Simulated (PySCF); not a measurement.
Can point charges reproduce the dipole moment of `c1ccoc1` (furan)?

Coordinates (GFN2-xTB, Å) and charges (e) from the PBE0/pcSseg-1 density (PySCF):

| atom | x | y | z | Mulliken | IAO | Hirshfeld | ESP-fitted |
| --- | --- | --- | --- | --- | --- | --- | --- |
| C1 | -0.849 | 0.550 | -0.110 | -0.1754 | -0.2247 | -0.0912 | -0.2206 |
| C2 | 0.527 | 0.872 | -0.009 | -0.1754 | -0.2248 | -0.0912 | -0.2276 |
| C3 | 1.178 | -0.315 | 0.119 | +0.1550 | -0.0009 | +0.0034 | -0.0511 |
| O4 | 0.307 | -1.337 | 0.104 | -0.3538 | -0.2252 | -0.0623 | -0.1228 |
| C5 | -0.918 | -0.806 | -0.035 | +0.1547 | -0.0009 | +0.0033 | -0.0481 |
| H6 | -1.667 | 1.232 | -0.221 | +0.0913 | +0.1666 | +0.0566 | +0.1738 |
| H7 | 0.965 | 1.849 | -0.030 | +0.0912 | +0.1666 | +0.0565 | +0.1767 |
| H8 | 2.217 | -0.555 | 0.225 | +0.1062 | +0.1717 | +0.0625 | +0.1606 |
| H9 | -1.748 | -1.485 | -0.066 | +0.1063 | +0.1717 | +0.0625 | +0.1590 |

Q: Compute μ = Σ q r for each scheme (1 e·Å = 4.803 D) and compare with the dipole of the full density.

A: The full density gives (-0.13, 0.57, -0.04) D, 0.59 D in size; dipole vectors point from the negative to the positive end.

| scheme | μx | μy | μz | size (D) | share of the full size (%) | angle to the full dipole (°) |
| --- | --- | --- | --- | --- | --- | --- |
| Mulliken | -0.13 | 0.55 | -0.04 | 0.57 | 97 | 0 |
| IAO | -0.16 | 0.70 | -0.05 | 0.72 | 123 | 0 |
| Hirshfeld | 0.00 | -0.02 | 0.00 | 0.02 | 3 | – |
| ESP-fitted | -0.13 | 0.55 | -0.04 | 0.57 | 97 | 1 |

Q: Which set comes closest?

A: Length of the difference vector: ESP-fitted 0.02 D, Mulliken 0.02 D, IAO 0.13 D, Hirshfeld 0.60 D. Closest: ESP-fitted and Mulliken. The schemes that divide the density aren't constrained to reproduce the dipole.

Q: What is left for the Hirshfeld atoms' own dipoles?

A: The shares of the density sum to the whole, so what Σ q r misses lies in dipoles about the nuclei. The atomic dipoles sum to (-0.13, 0.57, -0.04) − (0.00, -0.02, 0.00) = (-0.13, 0.59, -0.04) D, 0.60 D in size.

Q: With the origin at the mean of the coordinates, (0.002, 0.001, -0.003) Å, which are the largest single terms, by size, of the IAO dipole along the direction of the full one?

A: O4 +1.49, H6 +1.27, H7 +1.27, H8 -0.87, H9 -0.87 D; all 9 atoms together +0.72 D. The single terms depend on the origin, their sum doesn't.

Q: Give the size of the full dipole in other units.

A: 0.59 D = 0.230 au = 0.122 e·Å = 1.95 × 10⁻³⁰ C·m.

Geometry: GFN2-xTB; no solvent, vibrations or thermal averaging.
